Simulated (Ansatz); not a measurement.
**AlBH2 (singlet): from Hartree-Fock to the top rungs, cc-pVDZ**

One table from this session's results is given with a row withheld; the runs are named, their logs left out.

Method: cc-pVDZ, core rule «outside noble gas», up to 6 orbitals frozen; program: Ansatz 0.2.0, Gaussian basis.

To be run: UHF; CCSD(T) on RHF; CCSD(T) on UHF; BCCD(T) on RHF; CISD; CCSDT(Q) on RHF; CCSDT(Q) on UHF; CCSDTQ on RHF; CCSDTQ on UHF.

10 further runs of the same task are left out: 4 for a known fault of the program, 6 set aside as unsound or not needed.

## The system

The geometry is a PBE0/def2-TZVP stationary point (not a proven minimum) of the parent state, kept for this charge and spin.

4 atoms, charge 0, spin multiplicity 1.

Atoms are counted from 1 here; the program's logs count them from 0.

Bond lengths: B1–Al2 2.079 Å, Al2–H3 1.585 Å, Al2–H4 1.585 Å. Angles: B1–Al2–H3 117.0°, B1–Al2–H4 117.0°, H3–Al2–H4 125.9°.

Set-up of the first run:

in.yaml

```yaml
crystal:
  periodic: [false, false, false]
  atoms:
    - {symbol: B, position_ang: [0.000000, 0.000000, 1.551119]}
    - {symbol: Al, position_ang: [0.000000, 0.000000, -0.528209]}
    - {symbol: H, position_ang: [0.000000, -1.411327, -1.248716]}
    - {symbol: H, position_ang: [0.000000, 1.411327, -1.248716]}
basis:
  gaussian: {orbitals: cc-pVDZ}
magnetization: {spin_polarized: true, initial_magnetization: 0}
hamiltonian: {xc: hf}
output: {orbitals: {seedname: orbitals}}
```

The run is started by

```console
$ ansatz run in.yaml --threads 1 --pin off --events-out ev --progress --plain --max-ram 2816MiB --backend cpu
```

Among the steps run: UHF; CCSD(T) on RHF; CCSD(T) on UHF; BCCD(T) on RHF; CISD; CCSDT(Q) on RHF; CCSDT(Q) on UHF; CCSDTQ on RHF; CCSDTQ on UHF.

One table of the session follows, with a row left open; its other results are not shown here.

```
   method  from RCCSDTQ (kJ/mol)
      RHF                 +434.7
     RMP2                 +131.2
     CISD                  +48.6
    RCCSD                      ?
 RCCSD(T)                   +4.6
  BCCD(T)                   +4.5
   RCCSDT                   +1.3
RCCSDT(Q)                   +0.4
  RCCSDTQ                      0
```

**Question.** Estimate the row for RCCSD.

The run gave: from RCCSDTQ (kJ/mol): +14.5. In the column «from RCCSDTQ (kJ/mol)» it lies between RCCSD(T) (+4.6) and CISD (+48.6).

Limits of these values: Left out of the table: UHF, UMP2, UCCSD, UCCSD(T), UCCSDT, UCCSDT(Q), UCCSDTQ (another determinant or state than the rows shown).
